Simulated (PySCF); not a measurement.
Compound: C₂HN (triplet state).
Geometry (GFN2-xTB, Å), atoms numbered from 1 in this order:
```
atom  x, y, z in Å
C1    -0.6399   -0.0021   -0.0245
C2     0.5750    0.0014   -0.3990
N3     1.7200    0.0044   -0.7520
H4    -1.6449    0.0011    0.2811
```

The species is `[N]C#C` [triplet].

Computed with UKS B3LYP, pcH-1 on C H N, non-relativistic, mean-field spin-orbit, GIAO in PySCF. Spin–spin part from the singly occupied natural orbitals, spin–orbit part to second order with van Wüllen's prefactor. Geometry: GFN2-xTB; no solvent, vibrations or thermal averaging. A GFN2-xTB geometry isn't a minimum of the functional, and hyperfine couplings can be far from their values at a DFT geometry.

(1) What zero-field splitting does the calculation give?

(2) Express D in other units.

(3) What are the three sublevel energies at zero field and the gaps between them?

(4) How are these sublevels filled in thermal equilibrium at 1.5 K and zero field?

(5) Where do the strong lines fall at 93.827 GHz with the field along each axis of D (isotropic g = 2.0028, hyperfine left aside, microwave field at right angles)?

## Answers

(1) D = +0.723 cm⁻¹ and E = 0.000 cm⁻¹, with E given the sign of D (E/D = 0.00; 0 is axial, 1/3 the rhombic limit). Point group C∞v requires E = 0. Diagonalised alone, the spin–spin tensor gives D = +0.560, E = 0.000 and the spin–orbit tensor D = +0.162, E = 0.000 cm⁻¹; in size the spin–spin D is 3.4 times the other. The Mulliken spin populations are largest on C1 (+1.49), N3 (+1.03), C2 (-0.46) and H4 (-0.06).

(2) D = +21.67 GHz = +773.2 mT (with g_iso = 2.0028) = +1.040 K = +89.6 μeV.

(3) With H = D(Sz² − 2/3) + E(Sx² − Sy²): Tz at -0.482 cm⁻¹, Tx at +0.241 cm⁻¹, Ty at +0.241 cm⁻¹. The gaps are |D| − |E| = 21.67 GHz, |D| + |E| = 21.67 GHz and 2|E| = 0.00 GHz.

(4) kT = 1.04 cm⁻¹, so the Boltzmann shares are Tz 50.0 %, Tx 25.0 %, Ty 25.0 %.

(5) From exact diagonalisation up to 9900 mT, keeping lines above a fifth of the strength of a high-field Δm = ±1 line:

```
field along  resonance fields (mT)
          x             2935, 3714
          y             2935, 3714
          z             2574, 4120
```

Without D the line would be at 3347 mT. The microwave quantum is 3.130 cm⁻¹, against |D| + |E| = 0.723 cm⁻¹; each axis gives a pair, one line on either side of the centre.

Natural occupations around the open shell: 1.989, 1.000, 1.000, 0.011. The unrestricted determinant has ⟨S²⟩ = 2.0512 (exact 2.0000), 2.6 % above the value of a pure triplet state.

Principal g values: 2.0022, 2.0030, 2.0030.
